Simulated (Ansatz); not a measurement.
## How far each method lies from full CI for [H···H···O], triplet

Geometry: a point of a hydrogen-transfer path between rigid fragments, not a stationary point.

```xyz
3

H     0.0000    0.0000   -0.9980
H     0.0000    0.0000   -0.2530
O     0.0000    0.0000    1.2510
```

Basis 6-31G; Ansatz 0.2.0. Correlated methods freeze the noble-gas cores, which leaves 8 electrons in 12 orbitals. Prefix R: restricted or restricted open-shell reference; prefix U: unrestricted. Active spaces: pair = (4e, 4o) about the gap; valence = (8e, 6o) chosen from the atoms' valence shells.

Full CI is exact within this basis and frozen core; it isn't the basis-set limit. The frozen core follows each run's orbitals, which can shift R against U totals by a few meV.

For open shells CISD and CISDTQ are restricted-active-space CI with the open shells as a complete middle space.

The UHF ⟨S²⟩ is 2.011 and the T1 diagnostic (RCCSD) is 0.0231. The largest doubles amplitude (RCCSD) is 0.059 and the T1 diagnostic (UCCSD) is 0.0134.

```
                     level  E − E(full CI) (mEh)  share of correlation (%)  wall time
                       RHF                 90.93                      0.00          –
                       UHF                 87.06                      4.26          –
                      RMP2                 18.25                     79.93          –
                      UMP2                 16.90                     81.41          –
                      CISD                  3.23                     96.45     0.42 s
                     RCCSD                  0.79                     99.13          –
                     UCCSD                  0.72                     99.21          –
                  RCCSD(T)                  0.17                     99.82     0.45 s
                  UCCSD(T)                  0.13                     99.85     0.39 s
                   BCCD(T)                  0.20                     99.78     0.51 s
                    RCCSDT                  0.05                     99.94          –
                    UCCSDT                  0.02                     99.98          –
                    CISDTQ                  0.05                     99.94     0.81 s
                 RCCSDT(Q)                  0.00                    100.00      2.4 s
                 UCCSDT(Q)                 -0.03                    100.03      2.1 s
                   RCCSDTQ                  0.00                    100.00       12 s
                   UCCSDTQ                 -0.04                    100.04       12 s
       CASSCF (pair space)                 70.98                     21.94          –
       NEVPT2 (pair space)                 13.45                     85.20     0.21 s
       MRCISD (pair space)                  2.79                     96.94          –
     MRCISD+Q (pair space)                  1.16                     98.72     0.48 s
    CASSCF (valence space)                 69.79                     23.25          –
    NEVPT2 (valence space)                 19.83                     78.20     0.15 s
NEVPT4(SD) (valence space)                  3.15                     96.53     0.45 s
    MRCISD (valence space)                  2.65                     97.08          –
  MRCISD+Q (valence space)                  1.11                     98.77     0.45 s
```

The correlation energy at full CI, counted from RHF, is -2.474 eV. That run took 0.87 s on 1 thread of Arm Neoverse V1, shared host over 61,184 determinants.

Times hold each run's SCF and search for its determinant on a shared host, so for small cases they say little of a method's own cost; they ran on 1 thread of Arm Neoverse V1.

The full-CI state has the irrep B2 of C2v, in the program's axes (one component, if the state is degenerate).

Natural occupations of full CI about the gap: 1.988 1.983 1.969 0.997 0.995 0.026 0.017 0.009 0.006 0.006; effectively unpaired electrons, Σ n²(2−n)², 2.01.
